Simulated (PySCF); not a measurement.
## Nuclear quadrupole coupling in OF2

Compound: OF2.
Geometry (PBE0-D3(BJ)/def2-TZVP, Å), atoms numbered from 1 in this order:
```
atom  x, y, z in Å
F1    -1.0802   -0.2895    0.0185
O2    -0.0130    0.5853   -0.0026
F3     1.0926   -0.2418   -0.0026
```

The species is `FOF` (OF2).

Field gradients from the PBE0/pcSseg-2 density (PySCF, non-relativistic), principal values in atomic units, ordered |Vxx| ≤ |Vyy| ≤ |Vzz|:

| atom | Vxx | Vyy | Vzz |
| --- | --- | --- | --- |
| O2 | 1.6015 | 3.2846 | -4.8861 |

**Question.** Find the asymmetry η = (Vxx − Vyy)/Vzz and the couplings χ = eQV/h (234.96 MHz × Q in barn × V in au), with Q(17O) = −0.0256 b.

**Answer.** 
```
atom           environment  nucleus     η  χzz (MHz)  χxx (MHz)  χyy (MHz)
  O2  oxygen bonded to 2 F      17O  0.34      29.39      -9.63     -19.76
```

The tensor is traceless: Vxx + Vyy + Vzz = 0.

**Question.** What is Vzz at O2 in SI units (1 au = 9.71736 × 10²¹ V/m²)?

**Answer.** -4.8861 au = -47.480 × 10²¹ V/m².

Geometry: PBE0-D3(BJ)/def2-TZVP; no solvent, vibrations or thermal averaging.
